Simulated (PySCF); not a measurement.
Cl₂⁺: from constants to spectrum

UHF-CCSD(T) constants of Cl₂⁺, ²Πg (doublet), unpaired electrons π ↑ (basis Cl aug-pcseg-1; no relativity; PySCF 2.14; masses 34.9689 and 34.9689 u):

```
ωe             : 592.1 cm⁻¹
ωexe           : 3.15 cm⁻¹
Be             : 0.25182 cm⁻¹
αe             : 0.00167 cm⁻¹
De to Cl⁺ + Cl : 3.03 eV
```

Q: What force constant and bond length do these constants imply?

A: Reduced mass μred = 17.484 u; k = 5.8918×10⁻⁷·μred·ωe² (u, cm⁻¹, mdyn/Å) = 3.61 mdyn/Å; Re = √(16.8576/(μred·Be)) (u, cm⁻¹, Å) = 1.957 Å.

Q: Estimate the centrifugal constant D from the Kratzer relation and find the Dunham coefficient a1.

A: D = 4Be³/ωe² = 1.82e-07 cm⁻¹; a1 = −1 − αeωe/(6Be²) = -3.60.

Correlated steps freeze 10 core orbitals. Correlated levels converge slowly with the basis: in double zeta they bind strong bonds too weakly, by up to about 1 eV, and carry superposition errors of some tenths. The state is the lowest determinant that a PBE0 search found; another state may lie lower at other levels.
